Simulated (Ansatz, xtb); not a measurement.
BHN2+: which of two structures lies lower

Structure I is the doublet with the links of `[BH][N+]#N` and structure II is a doublet given by its coordinates. Both are isolated ions in the gas phase, relaxed with PBE0-D4/def2-TZVP.

I (Å):

```
atom   x (Å)   y (Å)    z (Å)
   B  0.0000  0.0000  -0.6674
   N  0.0000  0.0000   0.6858
   N  0.0000  0.0000   1.8218
   H  0.0000  0.0000  -1.8401
```

II (Å):

```yaml
atoms:
  - { symbol: B, position_ang: [0.2161, 0.8144, 0.4950] }
  - { symbol: N, position_ang: [-0.0770, 0.4101, -0.9113] }
  - { symbol: N, position_ang: [0.6780, 1.3207, -0.8307] }
  - { symbol: H, position_ang: [0.1437, 0.7707, 1.6665] }
```

Close contacts (Å): B1–N2 1.49, B1–N3 1.49, N2–N3 1.19, B1–H4 1.17.

Question: Estimate which is lower in electronic energy at CCSD(T)/def2-TZVPP, and by roughly how much.

Answer: The CCSD(T)/def2-TZVPP calculation puts structure I lower, by 0.290 eV.

The same difference at several levels:

| level | geometry | E(II) − E(I) (eV) | departure from the last row (eV) | job, with rough time for the two |
| --- | --- | --- | --- | --- |
| GFN2-xTB | GFN2-xTB | +0.894 | +0.603 | optimisation, 0.3 s |
| HF/STO-3G | GFN2-xTB | +1.179 | +0.889 | single point, 2.1 s |
| r2SCAN-D4/def2-SVP | GFN2-xTB | +0.510 | +0.220 | single point, 12 s |
| PBE0-D4/def2-TZVP | PBE0-D4/def2-TZVP | +0.347 | +0.057 | optimisation, 5.4 min |
| HF/def2-TZVPP | PBE0-D4/def2-TZVP | +0.557 | +0.266 | part of the CCSD(T) run |
| MP2/def2-TZVPP | PBE0-D4/def2-TZVP | −0.086 | −0.376 | part of the CCSD(T) run |
| CCSD(T)/def2-TZVPP | PBE0-D4/def2-TZVP | +0.290 |  | single point, 30 s |

MP2/def2-TZVPP puts the two in the other order. The largest departure from CCSD(T)/def2-TZVPP is that of HF/STO-3G, 0.889 eV.

With harmonic frequencies from PBE0-D4/def2-TZVP (ideal gas, rigid rotor, one conformer each, 298.15 K, 1 atm): the zero-point term adds +0.011 eV; ΔH is +0.286 and ΔG +0.284 eV.

Open shells are spin-unrestricted, with notable spin contamination under HF/STO-3G, HF/def2-TZVPP, MP2/def2-TZVPP, CCSD(T)/def2-TZVPP. The correlated steps freeze 3 core orbitals. Run with Ansatz 0.2.0, xtb 6.7.1; the last row on 2 threads of AMD EPYC (Zen 3) on a shared host.
